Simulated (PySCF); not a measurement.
# AlH3 (SMILES [AlH3]) at CASSCF(6,6)/6-31G(d) (spherical functions)

What is the vertical ionisation energy of AlH3 at CASSCF(6,6)/6-31G* (spherical functions)? 

Program for the calculation: PySCF 2.14.0.

1 further run of the same task is left out (set aside as unsound or not needed).

### 1 The structure to begin with

AlH3: 4 atoms, total charge 0, spin state singlet. SMILES: `[AlH3]`. The coordinates come from a PBE0-D4/def2-TZVP relaxation.

Bond lengths: Al1–H2 1.586 Å, Al1–H3 1.586 Å, Al1–H4 1.586 Å. Angles: H2–Al1–H3 120.0°, H2–Al1–H4 120.0°, H3–Al1–H4 120.0°.

### 2 A single-point energy at CASSCF(6,6)/6-31G(d) (spherical functions)

File job.py:

```python
# [AlH3]
import numpy
from pyscf import gto, scf, mp, mcscf

mol = gto.M(
    atom=[
    ('Al', (0.013700, -0.014800, -0.005100)),
    ('H', (0.633200, 0.670900, 1.283600)),
    ('H', (-1.340800, -0.832000, 0.105100)),
    ('H', (0.749400, 0.115700, -1.403900)),
],
    basis='6-31g*',
    spin=0,
    max_memory=1860,
    verbose=3,
)

mf = scf.RHF(mol)
mf.conv_tol = 1e-10
mf.kernel()
if not mf.converged:
    mf = mf.newton().run(mf.mo_coeff, mf.mo_occ)

pt = mp.MP2(scf.addons.convert_to_uhf(mf)).run()
noons, natorbs = mcscf.addons.make_natural_orbitals(pt)
print('natural occupations', numpy.round(noons[:40], 4))
cas = mcscf.CASSCF(mf, 6, 6)
cas.fix_spin_(ss=0.0)
cas.natorb = True
cas.kernel(natorbs)
energy = cas.e_tot
print('E = %.10f Eh' % energy)
```

Started as:

```sh
OMP_NUM_THREADS=1 python job.py
```

Log:

```text
converged SCF energy = -243.615475415671
E(UMP2) = -243.673258417735  E_corr = -0.0577830020636678
E(SCS-UMP2) = -243.680776554645  E_corr = -0.0653011389732759
natural occupations [2.0000e+00 1.9999e+00 1.9997e+00 1.9997e+00 1.9996e+00 1.9830e+00
 1.9816e+00 1.9816e+00 1.3300e-02 8.2000e-03 8.2000e-03 4.6000e-03
 4.1000e-03 4.1000e-03 3.1000e-03 2.0000e-03 2.0000e-03 2.0000e-03
 2.0000e-03 5.0000e-04 2.0000e-04 2.0000e-04 2.0000e-04 1.0000e-04]
CASSCF energy = -243.656950118313
CASCI E = -243.656950118313  E(CI) = -7.26335096442256  S^2 = 0.0000000
E = -243.6569501183 Eh
```

Wall time 1.4 s (1 thread of Intel Xeon 6975P-C (Granite Rapids), shared host); peak memory 0.12 GiB.

### 3 The doublet cation at the same level

File input.py:

```python
import numpy
from pyscf import gto, scf, mp, mcscf

system = gto.M(
    atom='''
Al     0.025889    -0.027968    -0.009638
H      1.196575     1.267817     2.425652
H     -2.533745    -1.572252     0.198610
H      1.416161     0.218641    -2.652987
''',
    unit='bohr',
    spin=1,
    basis='6-31g*',
    max_memory=1860,
    verbose=3,
    charge=1,
)

mf = system.ROHF()
mf.conv_tol = 1e-10
mf.kernel()
if not mf.converged:
    mf = mf.newton().run(mf.mo_coeff, mf.mo_occ)

pt = mp.MP2(scf.addons.convert_to_uhf(mf)).run()
noons, natorbs = mcscf.addons.make_natural_orbitals(pt)
print('natural occupations', numpy.round(noons[:40], 4))
cas = mcscf.CASSCF(mf, 6, 5)
cas.fix_spin_(ss=0.75)
cas.natorb = True
cas.kernel(natorbs)
etot = cas.e_tot
print('E = %.10f Eh' % etot)
```

Started as:

```sh
OMP_NUM_THREADS=1 python input.py
```

Log:

```text
converged SCF energy = -243.217151267785
E(UMP2) = -243.264222171831  E_corr = -0.0470709040455565
E(SCS-UMP2) = -243.270470326842  E_corr = -0.0533190590568058
natural occupations [2.0000e+00 1.9999e+00 1.9997e+00 1.9996e+00 1.9996e+00 1.9796e+00
 1.9773e+00 1.0009e+00 1.3000e-02 9.4000e-03 4.5000e-03 4.1000e-03
 3.2000e-03 2.4000e-03 2.4000e-03 1.4000e-03 1.0000e-03 7.0000e-04
 7.0000e-04 3.0000e-04 1.0000e-04 1.0000e-04 1.0000e-04 0.0000e+00]
CASSCF energy = -243.262708362613
CASCI E = -243.262708362613  E(CI) = -6.86750780136498  S^2 = 0.7500000
E = -243.2627083626 Eh
```

Wall time 1.5 s (1 thread of Intel Xeon 6975P-C (Granite Rapids), shared host); peak memory 0.12 GiB.

### 4 Outcome

Level: CASSCF(6,6)/6-31G* (spherical functions).

| quantity | value |
| --- | --- |
| singlet AlH3: total energy | -243.65695 Eh |
| singlet AlH3: dipole moment (Hartree–Fock density) | 0.00 D |
| singlet AlH3: HOMO energy (Hartree–Fock orbitals) | -11.70 eV |
| singlet AlH3: LUMO energy (Hartree–Fock orbitals) | 0.91 eV |
| singlet AlH3: HOMO–LUMO gap (Hartree–Fock orbitals) | 12.61 eV |
| doublet cation: total energy | -243.26271 Eh |
| vertical ionisation energy (to the doublet cation) | 10.728 eV |

What this shows: Removing an electron at fixed nuclei costs 10.73 eV (247 kcal/mol). Mulliken charges (doublet cation) of the mean-field density run from +0.01 on H2 to +0.74 on Al1; they depend strongly on the basis.
